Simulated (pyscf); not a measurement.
Thermochemistry of product channels of H₃Si–NH–SiH₃ (SMILES [SiH3]N[SiH3]) + F• (SMILES [F]) on the doublet surface, in eV, from ωB97M-D3(BJ)/def2-TZVP energies (ideal gas, 1 atm, RRHO with modes under 100 cm⁻¹ raised to 100, one conformer, R ln 2 for chiral ones without a mode under 150 cm⁻¹). Structures and frequencies: ωB97X-D3(BJ)/def2-SVP in PySCF.

| products | ΔE | ΔH(298 K) | ΔG(298 K) | ΔG(600 K) |
|---|---|---|---|---|
| F–SiH₂–NH–SiH₂• (SMILES F[SiH2]N[SiH2]) + H₂ (SMILES [H][H]) | [?] | -3.27 | -3.26 | -3.27 |
| F–SiH•–NH–SiH₃ (SMILES F[SiH]N[SiH3]) + H₂ (SMILES [H][H]) | -2.98 | -3.06 | -3.07 | -3.08 |

### Question
Some entries are withheld; supply them.

### Answer

- F–SiH₂–NH–SiH₂• (SMILES F[SiH2]N[SiH2]) + H₂ (SMILES [H][H]), ΔE: -3.20

These are energies of the channels, which say nothing of barriers. Left out: orbital degeneracy and the spin-orbit lowering of F.
